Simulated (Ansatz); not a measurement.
RbIr: from a trial structure to a relaxed crystal

The calculation used Ansatz 0.2.0, DFT PBE, scalar-relativistic, plane waves, PAW. Cutoff 420 eV, Γ-centred k mesh, Gaussian smearing, no spin polarisation in the final step.

RbIr was placed on the NaTl (B32) structure type (Fd-3m, No. 227), with Rb in place of Na, Ir in place of Tl, at a guessed volume.

```xyz
4
Lattice="0.0000 3.8828 3.8828 3.8828 0.0000 3.8828 3.8828 3.8828 0.0000" Properties=species:S:1:pos:R:3 pbc="T T T"
Rb    3.8828    3.8828    3.8828
Rb    5.8242    5.8242    5.8242
Ir    0.0000    0.0000    0.0000
Ir    1.9414    1.9414    1.9414
```

Cell and atoms relax at zero pressure; the relaxation can't lower the symmetry of the start. After a coarse first stage the cell is made exact in the group found at 0.06 Å.

The zero of energy is the elements' standard structures at the same level; no fitted shifts are applied.

**Question.** Describe the relaxed structure.

**Answer.** It keeps Fd-3m (No. 227). The result has the NaTl (B32) structure. Conventional cell: a = 7.289 Å. Around Rb lie 4 Ir at 3.16 Å, 4 Rb at 3.16 Å and 6 Ir at 3.64 Å; Ir is coordinated by 4 Ir at 3.16 Å, 4 Rb at 3.16 Å and 6 Rb at 3.64 Å.

```cif
data_structure
_symmetry_space_group_name_H-M 'Fd-3m:1'
_symmetry_Int_Tables_number 227
_cell_length_a 7.2886
_cell_length_b 7.2886
_cell_length_c 7.2886
_cell_angle_alpha 90.000
_cell_angle_beta 90.000
_cell_angle_gamma 90.000
_cell_volume 387.19
loop_
_atom_site_label
_atom_site_type_symbol
_atom_site_symmetry_multiplicity
_atom_site_Wyckoff_symbol
_atom_site_fract_x
_atom_site_fract_y
_atom_site_fract_z
_atom_site_occupancy
Rb1 Rb 8 a 0.50000 0.00000 0.50000 1
Ir1 Ir 8 b 0.00000 0.00000 0.50000 1
```

**Question.** What are its volume, energy, density and gap?

**Answer.** The volume per atom is 24.20 Å³ and the density is 9.53 g/cm³. The energy over the elements is 1.52 eV/atom and the gap on the 12×12×12 mesh is 0 eV (a metal).

The final run used a 12×12×12 mesh on its 4-atom cell and 0.10 eV smearing. For metals, differences of a few meV/atom aren't resolved. Spin–orbit coupling is left out. A structure relaxed within its symmetry needn't be a true minimum.

Cost: 3 runs of about 0.39 core-minutes in all, on Intel Xeon 6975P-C (Granite Rapids) (shared hosts).